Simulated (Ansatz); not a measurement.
Born–Oppenheimer molecular dynamics of AlH$_{3}$O$_{2}$ (6 atoms, charge 0, multiplicity 1). It starts from a rough guess of a transition structure, not a stationary point.

Computed with Ansatz, UKS PBE/cc-pVDZ.

```yaml
ensemble: NVE (velocity Verlet)
time_step: 0.5 fs
steps_asked: 150
starting_velocities_drawn_for: 1000 K
seed: 786337
```

First frame:

```xyz
6
Properties=species:S:1:pos:R:3
Al 0.188 0.194 0.213
H 0.023 -1.566 -0.726
O 1.505 -0.641 0.614
H 0.817 -1.392 -0.163
O -0.916 1.394 0.111
H -1.617 2.010 -0.048
```

Question: How far do the bonds stretch over the last three quarters of this one trajectory? (Pairs bonded in most of those frames.)

Answer: 
```csv
bond,mean (Å),spread (Å),shortest,longest
Al1–H2,1.687,0.182,1.38,1.96
Al1–O3,1.817,0.119,1.62,1.96
Al1–O5,1.829,0.145,1.58,2.01
O3–H4,0.995,0.070,0.88,1.09
O5–H6,0.999,0.019,0.97,1.03
```

Mean temperature of the second half: 3601 K. The conserved energy stayed within 1.3 meV per atom of its start (net change 0.044 meV per atom), so the integration is sound. The system heated up, since it started high on the potential surface and ran downhill. A run of 0.075 ps of so small a system gives no equilibrium averages. The orbitals stay closed-shell, which can raise the energy where a bond breaks towards radicals; this wasn't checked here.

Run time: 4.8 min on 1 thread of Arm Neoverse V1, on a shared host, peak memory 0.11 GiB.
